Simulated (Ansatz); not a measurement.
Born–Oppenheimer molecular dynamics of C$_{2}$H$_{5}$NS (9 atoms, charge 0, multiplicity 1). It starts at the highest image of a converged band, a first-order saddle point between two minima.

All numbers below come from RKS PBE0/6-31G* in Ansatz 0.2.0.

```json
{
 "ensemble": "NVE (velocity Verlet)",
 "time step": "0.5 fs",
 "steps asked": "200",
 "starting velocities drawn for": "100 K",
 "seed": "5124"
}
```

First frame:

```xyz
9
Properties=species:S:1:pos:R:3
C -0.676 0.890 -0.256
C 0.109 -0.370 -0.116
N 1.005 -0.631 0.788
S -0.008 -1.764 -1.131
H -0.516 1.320 -1.249
H -1.745 0.672 -0.166
H -0.397 1.626 0.503
H 1.077 -1.850 0.107
H 1.240 0.060 1.502
```

**Question.** How far do the bonds stretch over the last three quarters of this one trajectory? (Pairs bonded in most of those frames.)

**Answer.** 
```
 bond  mean (Å)  spread (Å)  shortest  longest
C1–C2     1.525       0.068      1.41     1.63
C1–H5     1.095       0.011      1.08     1.11
C1–H6     1.094       0.012      1.07     1.11
C1–H7     1.098       0.015      1.07     1.12
C2–N3     1.365       0.067      1.25     1.48
C2–S4     1.668       0.036      1.60     1.73
N3–H8     1.046       0.101      0.89     1.20
N3–H9     1.021       0.059      0.90     1.15
```

Mean temperature of the second half: 1000 K. The conserved energy stayed within 1.3 meV per atom of its start (net change -0.99 meV per atom), so the integration is sound. The kinetic energy rose, since the run started high on the potential surface and went downhill. A run of 0.1 ps of so small a system gives no equilibrium averages. The orbitals stay closed-shell, which can raise the energy where a bond breaks towards radicals; this wasn't checked here.

The run took 12 min on 1 thread of Intel(R) Xeon(R) Processor @ 2.70GHz, on a shared host, peak memory 0.15 GiB.
